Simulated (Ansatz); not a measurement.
# AlSiH (singlet): inputs that go wrong at angle Al2–Si1–H3 = 108.5°

3 inputs are run for AlSiH (singlet) as typed; the log has to tell whether the result can be used and what must change.

Program: Ansatz 0.2.0, Gaussian basis. Level of theory: the settings change from run to run. These are calculated values, not measurements.

17 further runs of the same task are left out: 2 for a known fault of the program, 9 that didn't finish, 6 set aside as unsound or not needed.

### Step 1. The system

The geometry derives from a PBE0/def2-TZVP stationary point (not a proven minimum). One angle is set to the value named; bond lengths are kept.

3 atoms, charge 0, spin multiplicity 1.

Atoms are counted from 1 here; the program's logs count them from 0.

Bond lengths: Si1–Al2 2.647 Å, Si1–H3 1.545 Å. Angles: Al2–Si1–H3 108.5°.

### Step 2. Attempt 1

File in.yaml:

```yaml
crystal:
  periodic: [false, false, false]
  atoms:
    - {symbol: Si, position_ang: [0.000000, 0.268167, 1.236133]}
    - {symbol: Al, position_ang: [0.000000, -0.346647, -1.337985]}
    - {symbol: H, position_ang: [0.000000, 1.807125, 1.372584]}
basis:
  gaussian: {orbitals: def2-SVP}
magnetization: {spin_polarized: true, initial_magnetization: 1}
hamiltonian: {pseudopotentials: {relativity: none}}
correlation: {method: ccsdt_q, electrons: outside_noble_gas}
accuracy: high
output: {forces: true}
```

On the command line:

```sh
$ ansatz run in.yaml --threads 1 --pin off --events-out ev --progress --plain --max-ram 2393MiB
```

Log:

```text
Error: a molecule whose nuclei and cores have a total charge of 28 cannot have a net charge of 0 together with 1 unpaired electrons
```

Run time: 0.03 s. Hardware: 1 thread of Intel Xeon Platinum 8375C at 2.90GHz, shared host.

**Diagnosis.** The run was refused. The number of unpaired electrons doesn't fit the electron count. To mend it, make charge and initial_magnetization agree.

### Step 3. Attempt 2

File in.yaml:

```yaml
crystal:
  periodic: [false, false, false]
  atoms:
    - {symbol: Si, position_ang: [0.000000, 0.268167, 1.236133]}
    - {symbol: Al, position_ang: [0.000000, -0.346647, -1.337985]}
    - {symbol: H, position_ang: [0.000000, 1.807125, 1.372584]}
basis:
  gaussian: {orbitals: def2-mTZVP}
magnetization: {spin_polarized: false}
correlation: {method: fic_mrcisd_q, electrons: outside_noble_gas}
output: {forces: true}
```

The command is unchanged.

Log:

```text
Error: this correlation method needs an active space: name one as the reference
```

Wall time 0.03 s (1 thread of Intel Xeon Platinum 8375C at 2.90GHz, shared host).

**Diagnosis.** The run was refused. This method needs an active space and has none. Fix: add an active_space block.

### Step 4. Attempt 3

File in.yaml:

```yaml
crystal:
  periodic: [false, false, false]
  atoms:
    - {symbol: Si, position_ang: [0.000000, 0.268167, 1.236133]}
    - {symbol: Al, position_ang: [0.000000, -0.346647, -1.337985]}
    - {symbol: H, position_ang: [0.000000, 1.807125, 1.372584]}
basis:
  gaussian: {orbitals: def2-mTZVP}
correlation: {active_space: {ras: {orbitals: [14, 0, 33], electrons: 48, max_holes: 2, max_particles: 2}, fixed_orbitals: true}}
```

Launched as before.

Log:

```text
Functional definition: HF
  name "HF"
  cite "Fock, Z. Phys. 61, 126 (1930) doi:10.1007/BF01340294"
  parent pbe
  exchange = exact_x
  correlation = 0
410 factors; integrals over basis functions are off by at most 7.6e-4 eV
mean field evaluation 1: about -14455.5778 eV, gradient 1.3e1 eV
mean field evaluation 2: about -14455.5791 eV, gradient 1.3e1 eV
mean field evaluation 4: about -14456.9434 eV, gradient 1.5e0 eV
mean field evaluation 8: about -14456.9725 eV, gradient 3.6e-3 eV
mean field evaluation 16: about -14457.9894 eV, gradient 2.8e-1 eV
mean field evaluation 32: about -14456.9725 eV, gradient 9.4e-7 eV
mean field -14457.98978511 eV, -531.3213246252 hartree, gradient 4.4e-6 eV, S^2 0.000000; 7 other end points of the search recorded, 0 dependent functions left out
reference -14457.98978511 eV, -531.3213246252 hartree; 14, 14 occupied and 33, 33 virtual orbitals, 410 factors
Error: 48 electrons in 47 orbitals form no window around the highest filled level of the reference
```

Run time: 0.75 s. Hardware: 1 thread of Intel Xeon Platinum 8375C at 2.90GHz, shared host.

What is wrong: The run stopped with an error. The electron count of the restricted space is wrong. To mend it, count the correlated electrons again.

### Step 5. Summary

```csv
attempt,level,ended,cause,time
1,CCSDT(Q) on UHF/def2-SVP,refused,the number of unpaired electrons doesn't fit the electron count,0.03 s
2,'fic_mrcisd_q'/def2-mTZVP,refused,this method needs an active space and has none,0.03 s
3,CISD/def2-mTZVP,stopped by an error,the electron count of the restricted space is wrong,0.75 s
```

2 refused, 1 stopped by an error.
